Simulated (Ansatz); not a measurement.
Total energies of BFH$_{2}$ (`BF`).

Z-matrix (Å, degrees):
```
B
F 1 1.317
H 1 1.197 2 117.8
H 1 1.198 2 117.8 3 180.0
```

Charge 0, multiplicity 1. The geometry is a stationary point of PBE0-D4/def2-TZVP. Basis def2-TZVPP, Ansatz 0.2.0.

RPA on PBE orbitals: Hartree–Fock energy of these orbitals -125.35768 Eh, correlation -0.57822 Eh (frozen core).

| functional | energy without D4 (Eh) | D4 term (kJ/mol) |
| --- | --- | --- |
| revPBE | -125.93370 | -8.4 |
| BLYP | -125.95652 | -4.9 |
| r2SCAN | -125.91479 | -0.5 |
| B97M-V | -125.94960 | – |
| PBE0 | -125.84096 | -1.7 |
| B3LYP | -125.98849 | -3.3 |
| r2SCANh | -125.90936 | -0.5 |
| HSE06 (plane-wave form) | -125.83485 | -1.5 |
| BHLYP | -125.93264 | -2.2 |
| CAM-B3LYP | -125.93990 | -1.6 |
| LC-ωPBE | -125.90258 | – |
| ωB97X-V | -125.93744 | – |
| ωB97M-V | -125.93409 | – |
| PBE-QIDH | -125.82779 | – |

(1) Give the same for LDA (SPW92), PBE, r2SCAN0, B2PLYP. (An estimate is asked.)

B3LYP takes the VWN-RPA correlation (the form of Gaussian; ORCA's B3LYP/G). HSE06 is the plane-wave form, built on full-range PBE exchange. The double hybrids freeze the cores in their second-order part.

Answers

(1) The calculation gave: 
```
 functional  energy without D4 (Eh)  D4 term (kJ/mol)
LDA (SPW92)              -125.02910                 –
        PBE              -125.83177              -2.1
    r2SCAN0              -125.90165              -0.5
     B2PLYP              -125.89962                 –
```

LC-ωPBE has ω = 0.4 bohr⁻¹.
